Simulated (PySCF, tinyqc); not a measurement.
Inside a calculation. Method: CIS and TDHF on RHF in the sto-3g basis, for CH+, spin multiplicity 1. The lowest restricted solution is unstable here: a spin-polarised one lies 0.0105 hartree lower (PySCF). One step of it, computed by the program tinyqc.

Problem. TDHF (RPA) singlet states. B(ia,jb) = 2 (ia|jb) - (ib|ja); the squared energies are the eigenvalues of (A - B)(A + B); 1 hartree = 27.211386 eV.

CIS matrix A, singlet (hartree), lower triangle:
```
           1>4        1>5        1>6        2>4        2>5       2>6       3>4       3>5
1>4  10.582820
1>5   0.000000  10.582820
1>6   0.000000   0.000000  10.989098
2>4   0.065879   0.000000   0.000000   0.524405
2>5   0.000000   0.065879   0.000000   0.000000   0.524405
2>6   0.000000   0.000000   0.023472   0.000000   0.000000  0.665744
3>4  -0.018075   0.000000   0.000000  -0.008825   0.000000  0.000000  0.065847
3>5   0.000000  -0.018075   0.000000   0.000000  -0.008825  0.000000  0.000000  0.065847
3>6   0.000000   0.000000  -0.017718   0.000000   0.000000  0.033215  0.000000  0.000000

          3>6
3>6  0.464193
```

Two-electron integrals over orbitals (pq|rs), unique and non-zero (hartree):
```
(11|11) 3.514242    (21|11) -0.346173   (21|21) 0.054149    (22|11) 0.811167
(22|21) -0.014756   (22|22) 0.578523    (31|11) 0.096697    (31|21) -0.013410
(31|22) 0.009632    (31|31) 0.016935    (32|11) -0.084118   (32|21) 0.005992
(32|22) -0.005300   (32|31) 0.016461    (32|32) 0.108200    (33|11) 0.688769
(33|21) -0.008667   (33|22) 0.513710    (33|31) -0.004651   (33|32) -0.028834
(33|33) 0.537080    (41|41) 0.021431    (42|41) 0.027560    (42|42) 0.120439
(43|41) -0.007601   (43|42) -0.028267   (43|43) 0.032411    (44|11) 0.852071
(44|21) -0.010759   (44|22) 0.591337    (44|31) 0.002872    (44|32) -0.047708
(44|33) 0.513147    (44|44) 0.672833    (51|51) 0.021431    (52|51) 0.027560
(52|52) 0.120439    (53|51) -0.007601   (53|52) -0.028267   (53|53) 0.032411
(54|54) 0.036269    (55|11) 0.852071    (55|21) -0.010759   (55|22) 0.591337
(55|31) 0.002872    (55|32) -0.047708   (55|33) 0.513147    (55|44) 0.600295
(55|55) 0.672833    (61|11) 0.082861    (61|21) -0.014511   (61|22) -0.000869
(61|31) -0.007504   (61|32) -0.015826   (61|33) 0.007682    (61|44) 0.002465
(61|55) 0.002465    (61|61) 0.012943    (62|11) -0.139572   (62|21) 0.002663
(62|22) -0.076920   (62|31) -0.013442   (62|32) -0.025980   (62|33) -0.010957
(62|44) -0.076888   (62|55) -0.076888   (62|61) 0.009430    (62|62) 0.065346
(63|11) -0.242593   (63|21) 0.004925    (63|22) -0.106772   (63|31) 0.001920
(63|32) 0.072203    (63|33) -0.065824   (63|44) -0.134725   (63|55) -0.134725
(63|61) -0.003993   (63|62) 0.055870    (63|63) 0.159941    (64|41) -0.006025
(64|42) -0.025859   (64|43) -0.010949   (64|64) 0.017968    (65|51) -0.006025
(65|52) -0.025859   (65|53) -0.010949   (65|65) 0.017968    (66|11) 0.539948
(66|21) -0.004613   (66|22) 0.450943    (66|31) 0.009732    (66|32) 0.078525
(66|33) 0.480992    (66|44) 0.414152    (66|55) 0.414152    (66|61) -0.005997
(66|62) 0.004584    (66|63) 0.081123    (66|66) 0.601147
```

Give: TDHF matrix B, singlet; squared energies w^2; TDHF energies from the positive w^2.

Solution.

TDHF matrix B, singlet (hartree), lower triangle:
```
         1>4      1>5      1>6      2>4      2>5     2>6     3>4     3>5
1>4   0.0214
1>5   0.0000   0.0214
1>6   0.0000   0.0000   0.0129
2>4   0.0276   0.0000   0.0000   0.1204
2>5   0.0000   0.0276   0.0000   0.0000   0.1204
2>6   0.0000   0.0000   0.0094   0.0000   0.0000  0.0653
3>4  -0.0076   0.0000   0.0000  -0.0283   0.0000  0.0000  0.0324
3>5   0.0000  -0.0076   0.0000   0.0000  -0.0283  0.0000  0.0000  0.0324
3>6   0.0000   0.0000  -0.0040   0.0000   0.0000  0.0559  0.0000  0.0000

        3>6
3>6  0.1599
```

squared energies w^2 (hartree^2): 0.0031  0.0031  0.1862  0.2588  0.2588  0.4385  112.0037  112.0037  120.7617

TDHF energies from the positive w^2 (eV): 1.5241  1.5241  11.7416  13.8421  13.8421  18.0195  287.9831  287.9831  299.0304
